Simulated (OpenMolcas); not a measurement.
## P2 (diphosphorus): methods side by side

P2: 2 atoms, total charge 0, spin state singlet. As SMILES, `P#P`. The bond length is the measured one.

| atom | x (Å) | y (Å) | z (Å) |
| --- | --- | --- | --- |
| P | 0.0000 | 0.0000 | 0.0000 |
| P | 0.0000 | 0.0000 | 1.8934 |

Quantity: the energy change with the P1–P2 bond stretched from 1.893 to 2.840 Å, in eV. The values are calculated.

| level | kind | program | value (eV) | less FCI/STO-3G |
| --- | --- | --- | --- | --- |
| HF/STO-3G (restricted) | Hartree–Fock | OpenMolcas | 10.68 | +6.81 |
| SVWN5/STO-3G (restricted) | LDA | OpenMolcas | 6.81 | +2.94 |
| PBE/STO-3G (restricted) | GGA | OpenMolcas | 6.54 | +2.67 |
| r2SCAN/STO-3G (restricted) | meta-GGA | OpenMolcas | 7.04 | +3.17 |
| M06-2X/STO-3G (restricted) | hybrid meta-GGA | OpenMolcas | 8.47 | +4.60 |
| B2PLYP/STO-3G (restricted) | double hybrid | OpenMolcas | 3.56 | -0.31 |
| MP2/STO-3G (restricted) | perturbation theory | OpenMolcas | -0.44 | -4.31 |
| FCI/STO-3G | exact in the basis | OpenMolcas | 3.87 | 0.00 |

FCI/STO-3G is exact within its basis and frozen core, so for wave-function methods in that basis the difference is their error; functionals converge differently with the basis, so for them it is only a difference. Spin-restricted single references rise too steeply as a bond breaks, Hartree–Fock most of all. Perturbation and coupled-cluster corrections on them can overshoot downwards. The first shape isn't each level's own minimum. The values span -0.44 to 10.68 eV. All rows use very small basis sets, so even the best lies far from the true value.
